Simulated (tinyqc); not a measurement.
Worked calculation: UHF in the sto-3g basis, for LiH, spin multiplicity 3. This run ends on a higher stationary point, not on the lowest solution. One step of it, computed by the program tinyqc.

Question. Iteration 11 (converged): orbitals. Diagonalise F' = X^T F X, C = X C', fill 3 alpha and 1 beta electrons from the bottom; D(s) = C_occ C_occ^T. Each column has its largest component positive (the first on a tie).

converged F(alpha) (hartree):
```
            1Li 1s     1Li 2s    1Li 2px    1Li 2py    1Li 2pz      2H 1s
1Li 1s   -2.340421  -0.652886   0.000000   0.000000   0.000465  -0.014805
1Li 2s   -0.652886  -0.160630   0.000000   0.000000  -0.034279  -0.136043
1Li 2px   0.000000   0.000000   0.160393  -0.049055   0.000000   0.000000
1Li 2py   0.000000   0.000000  -0.049055  -0.082909   0.000000   0.000000
1Li 2pz   0.000465  -0.034279   0.000000   0.000000   0.120957  -0.186898
2H 1s    -0.014805  -0.136043   0.000000   0.000000  -0.186898  -0.480223
```

converged F(beta) (hartree):
```
            1Li 1s     1Li 2s   1Li 2px   1Li 2py    1Li 2pz      2H 1s
1Li 1s   -2.333567  -0.637012  0.000000  0.000000   0.000289  -0.014751
1Li 2s   -0.637012  -0.071790  0.000000  0.000000  -0.001432  -0.027839
1Li 2px   0.000000   0.000000  0.190149  0.006309   0.000000   0.000000
1Li 2py   0.000000   0.000000  0.006309  0.221439   0.000000   0.000000
1Li 2pz   0.000289  -0.001432  0.000000  0.000000   0.184962  -0.028425
2H 1s    -0.014751  -0.027839  0.000000  0.000000  -0.028425   0.259953
```

X:
```
            1Li 1s     1Li 2s   1Li 2px   1Li 2py    1Li 2pz      2H 1s
1Li 1s    1.023172  -0.127290  0.000000  0.000000  -0.003109   0.014246
1Li 2s   -0.127290   1.034963  0.000000  0.000000   0.017862  -0.091969
1Li 2px   0.000000   0.000000  1.000000  0.000000   0.000000   0.000000
1Li 2py   0.000000   0.000000  0.000000  1.000000   0.000000   0.000000
1Li 2pz  -0.003109   0.017862  0.000000  0.000000   1.026185  -0.135562
2H 1s     0.014246  -0.091969  0.000000  0.000000  -0.135562   1.037855
```

Give: F' = X^T F X; orbital energies; coefficients C; F' = X^T F X; orbital energies; coefficients C; D(alpha) after iteration 11; D(beta) after iteration 11.

Answer.

F' = X^T F X (alpha) (hartree):
```
         1        2        3        4        5        6
1  -2.2827  -0.3774   0.0000   0.0000  -0.0020   0.0223
2  -0.3774  -0.0171   0.0000   0.0000  -0.0034  -0.0984
3   0.0000   0.0000   0.1604  -0.0491   0.0000   0.0000
4   0.0000   0.0000  -0.0491  -0.0829   0.0000   0.0000
5  -0.0020  -0.0034   0.0000   0.0000   0.1699  -0.1526
6   0.0223  -0.0984   0.0000   0.0000  -0.1526  -0.4379
```

orbital energies (alpha) (hartree): MO1 -2.3440, MO2 -0.4922, MO3 -0.0924, MO4 0.0596, MO5 0.1699, MO6 0.2088

coefficients C (alpha):
```
             MO1      MO2     MO3      MO4      MO5      MO6
1Li 1s    0.9896  -0.0366  0.0000  -0.2838   0.0000  -0.0467
1Li 2s    0.0402   0.1048  0.0000   1.0255   0.0000   0.1788
1Li 2px   0.0000   0.0000  0.1905   0.0000   0.9817   0.0000
1Li 2py   0.0000   0.0000  0.9817   0.0000  -0.1905   0.0000
1Li 2pz   0.0011   0.1008  0.0000  -0.1399   0.0000   1.0208
2H 1s    -0.0041   0.9475  0.0000  -0.2171   0.0000  -0.3991
```

F' = X^T F X (beta) (hartree):
```
         1        2       3       4        5        6
1  -2.2785  -0.3712  0.0000  0.0000  -0.0038   0.0183
2  -0.3712   0.0604  0.0000  0.0000   0.0128  -0.0599
3   0.0000   0.0000  0.1901  0.0063   0.0000   0.0000
4   0.0000   0.0000  0.0063  0.2214   0.0000   0.0000
5  -0.0038   0.0128  0.0000  0.0000   0.2076  -0.0939
6   0.0183  -0.0599  0.0000  0.0000  -0.0939   0.2968
```

orbital energies (beta) (hartree): MO1 -2.3360, MO2 0.0952, MO3 0.1568, MO4 0.1889, MO5 0.2227, MO6 0.3703

coefficients C (beta):
```
             MO1      MO2      MO3      MO4     MO5      MO6
1Li 1s    0.9916  -0.2494   0.1055   0.0000  0.0000   0.0818
1Li 2s    0.0329   0.9116  -0.3967   0.0000  0.0000  -0.3264
1Li 2px   0.0000   0.0000   0.0000   0.9817  0.1905   0.0000
1Li 2py   0.0000   0.0000   0.0000  -0.1905  0.9817   0.0000
1Li 2pz   0.0007   0.1776   0.8016   0.0000  0.0000  -0.6306
2H 1s    -0.0036   0.2761   0.3392   0.0000  0.0000   0.9554
```

D(alpha) after iteration 11:
```
          1Li 1s  1Li 2s  1Li 2px  1Li 2py  1Li 2pz    2H 1s
1Li 1s    0.9806  0.0360   0.0000   0.0000  -0.0026  -0.0387
1Li 2s    0.0360  0.0126   0.0000   0.0000   0.0106   0.0991
1Li 2px   0.0000  0.0000   0.0363   0.1870   0.0000   0.0000
1Li 2py   0.0000  0.0000   0.1870   0.9637   0.0000   0.0000
1Li 2pz  -0.0026  0.0106   0.0000   0.0000   0.0102   0.0955
2H 1s    -0.0387  0.0991   0.0000   0.0000   0.0955   0.8978
```

D(beta) after iteration 11:
```
          1Li 1s   1Li 2s  1Li 2px  1Li 2py  1Li 2pz    2H 1s
1Li 1s    0.9833   0.0326   0.0000   0.0000   0.0007  -0.0035
1Li 2s    0.0326   0.0011   0.0000   0.0000   0.0000  -0.0001
1Li 2px   0.0000   0.0000   0.0000   0.0000   0.0000   0.0000
1Li 2py   0.0000   0.0000   0.0000   0.0000   0.0000   0.0000
1Li 2pz   0.0007   0.0000   0.0000   0.0000   0.0000   0.0000
2H 1s    -0.0035  -0.0001   0.0000   0.0000   0.0000   0.0000
```
